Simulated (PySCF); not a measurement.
Compound: N2H4.
Bonds: N1–N2. Hydrogens: H3, H4 on N1; H5, H6 on N2.

Torsions of this conformer, `[NH2:1][NH2:2]`: H–N1–N2–H 150°, H–N1–N2–H -90°.

The closed-shell ground state was solved at several levels (PySCF, density fitting, gas phase, non-relativistic). One conformer (not necessarily the lowest) at the PBE0-D3(BJ)/def2-TZVP geometry, without solvent, vibrations or thermal averaging.

| level | basis functions | total energy (Eh) | HOMO (eV) | LUMO (eV) | gap (eV) | dipole (D) |
| --- | --- | --- | --- | --- | --- | --- |
| PBE0/aug-cc-pVTZ | 184 | -111.7872 | -7.24 | -0.22 | 7.02 | 1.89 |
| wB97X-D/aug-cc-pVTZ | 184 | -111.8802 | -9.18 | 0.83 | 10.01 | 1.93 |
| CAM-B3LYP/aug-cc-pVTZ | 184 | -111.8677 | -8.76 | 0.14 | 8.90 | 1.94 |

**Question.** Estimate the row for PBE0/pcSseg-2, a basis of 128 functions; the other rows only guide the guess.

**Answer.** Total energy -111.7890 Eh, HOMO -7.19 eV, LUMO 0.53 eV, gap 7.72 eV, dipole 1.97 D.

**Question.** Over all these levels, which gives the widest orbital gap and which the narrowest?

**Answer.** wB97X-D/aug-cc-pVTZ (range-separated hybrid) has the widest, 10.01 eV, and PBE0/aug-cc-pVTZ (global hybrid, 25 % exact exchange) the narrowest, 7.02 eV. The two share the basis. From the narrowest to the widest the HOMO moves by -1.94 eV and the LUMO by +1.05 eV.

**Question.** How far do the dipole and the HOMO energy spread over the levels?

**Answer.** The dipole runs from 1.89 to 1.97 D (mean 1.93 D) and the HOMO from -9.18 to -7.19 eV.

wB97X-D is run here without its empirical dispersion term; that term would change no orbital, density or response property at a fixed geometry.
